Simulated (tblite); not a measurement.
Compound: C6H9 (doublet state).
Cartesian coordinates in Å at the GFN2-xTB level; atoms count from 1:
```xyz
15
C6H9 angstrom
C      2.8948    0.5005   -0.1458
C      1.7723   -0.0751    0.1225
C      0.6151   -0.6893    0.4112
C     -0.6538   -0.2307    0.0956
C     -1.8712   -1.0034    0.4725
C     -0.8683    1.0540   -0.6310
H      3.4406    0.3156   -1.0636
H      3.3656    1.2037    0.5313
H      0.6932   -1.6330    0.9420
H     -2.5134   -0.4132    1.1313
H     -1.6146   -1.9299    0.9807
H     -2.4629   -1.2458   -0.4136
H      0.0807    1.5297   -0.8652
H     -1.4155    0.8832   -1.5609
H     -1.4669    1.7417   -0.0291
```

Structure optimised with GFN2-xTB, isolated species. This method treats the open shell by occupation alone, without spin polarisation.

Masses are those of the commonest isotopes; rigid-rotor values at the optimised geometry. The values belong to one conformer with, in the numbering `[CH2:1]=[C:2]=[CH:3][C:4]([CH3:5])[CH3:6]`, C2–C3–C4–C5 180°.

Task: What are A, B and C (GHz)?

Result: Ia = 62.07, Ib = 247.83, Ic = 300.32 u·Å²; 505379 MHz·u·Å²/I gives 8142, 2039 and 1683 MHz, that is A = 8.1421, B = 2.0392, C = 1.6828 GHz.

Task: What kind of rotor is it?

Result: An asymmetric top; Ray's κ = -0.890.

Task: Is it planar, by Δ = Ic − Ia − Ib?

Result: Not planar: Δ = Ic − Ia − Ib = -9.58 u·Å². For a rigid frame Δ = −2 Σ m c², so Σ m c² = 4.79 u·Å² lies off the ab plane, practically all of it from hydrogen. The atom farthest from that plane is 0.91 Å away.

Task: Estimate the classical rotational partition function at 25 K, 50 K and 500 K.

Result: Point group Cs, symmetry number σ = 1; q = (√π/σ)·√((kT/h)³/(ABC)), k/h = 20836.6 MHz/K: 3990 at 25 K, 11300 at 50 K, 357000 at 500 K.

For this open shell read J as N, the rotation without spin; fine and hyperfine splittings come on top. Its GFN2-xTB frequencies are all real (lowest 76 cm⁻¹). These are rigid-rotor constants of the computed structure; measured ground-state constants (B0) also hold zero-point vibration.
